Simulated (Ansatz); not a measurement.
Geometry optimisation, RKS PBE0-D4/def2-SVP (Ansatz).

Input file:

```yaml
crystal:
  periodic: [false, false, false]
  atoms:
    - { symbol: Si, position_ang: [0.444837, -0.269852, -0.460714] }
    - { symbol: "N", position_ang: [-0.246102, -0.192113, 2.475992] }
    - { symbol: H, position_ang: [-1.125016, -0.455532, 2.919517] }
    - { symbol: H, position_ang: [0.169061, 0.53345, 3.059084] }
    - { symbol: H, position_ang: [0.820616, -0.338403, -1.905634] }
    - { symbol: H, position_ang: [0.653101, 1.120721, 0.012655] }
    - { symbol: H, position_ang: [-0.946757, -0.764915, -0.313589] }
    - { symbol: Cl, position_ang: [1.803506, -1.590906, 0.480009] }
    - { symbol: H, position_ang: [0.383954, -1.01235, 2.545981] }
basis:
  gaussian: { orbitals: def2-SVP }
hamiltonian:
  xc: pbe0
  dispersion: d4
relax:
  f_tol: 0.03
  max_steps: 50
```

Run as:

```bash
$ ansatz run input.yaml --threads 1 --pin off --max-ram 2048MiB --backend cpu --events-out ev --progress --plain --runs-dir out
```

Task: Where does it end, and by what steps?

Result: The run converged. The force dipped under the threshold on the way, but the program's further checks kept it going. After 20 steps the energy has fallen by 0.038 eV; H3 moved furthest, 0.62 Å.

```tsv
step	energy less start (eV)	largest force component (eV/Å)	accepted
0	0.0000	0.576	yes
1	0.0002	0.842	no
2	-0.0003	0.358	yes
3	-0.0197	0.432	yes
4	-0.0257	0.144	yes
5	-0.0294	0.135	yes
6	-0.0295	0.137	yes
7	-0.0152	0.710	no
8	-0.0270	0.124	no
9	-0.0318	0.052	yes
10	-0.0325	0.188	yes
11	-0.0344	0.092	yes
12	-0.0359	0.016	yes
13	-0.0115	0.967	no
14	-0.0353	0.279	no
15	-0.0369	0.059	yes
16	-0.0366	0.200	no
17	-0.0375	0.038	yes
18	-0.0376	0.079	yes
19	-0.0381	0.079	yes
20	-0.0384	0.002	yes
```

```xyz
9
Properties=species:S:1:pos:R:3
Si 0.418 -0.282 -0.337
N -0.168 -0.280 2.361
H -1.039 0.117 2.711
H 0.593 0.195 2.845
H 0.740 -0.288 -1.802
H 0.373 1.146 0.074
H -0.863 -1.021 -0.189
Cl 2.041 -1.307 0.483
H -0.136 -1.251 2.668
```

Whether the end is a true minimum wasn't checked by a vibrational analysis.

Run time: 65 s on 1 thread of Arm Neoverse V1 (shared host), peak memory 0.15 GiB.
